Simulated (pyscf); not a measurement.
Thermochemistry of product channels of HN=Ta(NH₂)(NH₂)–NH₂ (SMILES [NH]=[Ta]([NH2])([NH2])[NH2]) + SiH₄ (SMILES [SiH4]) on the singlet surface, in kcal/mol, from ωB97M-D3(BJ)/def2-TZVP energies (ideal gas, 1 atm, RRHO with modes under 100 cm⁻¹ raised to 100, one conformer, R ln 2 for chiral ones without a mode under 150 cm⁻¹). Optimised with ωB97X-D3(BJ)/def2-SVP in PySCF.

| products | ΔE | ΔH(298 K) | ΔG(298 K) | ΔG(600 K) |
|---|---|---|---|---|
| H₂N–TaH(NH₂)(NH₂)–NH–SiH₃ (SMILES [NH2][TaH]([NH2])([NH2])[NH][SiH3]) | -14.7 | -12.3 | -1.2 | +9.9 |
| HN=TaH(NH₂)–NH₂ (SMILES [NH]=[TaH]([NH2])[NH2]) + H₂N–SiH₃ (SMILES N[SiH3]) | +9.0 | +9.1 | +7.3 | +5.6 |

These are energies of the channels, which say nothing of barriers. Elements past Kr carry the def2 core potentials, without spin-orbit coupling.
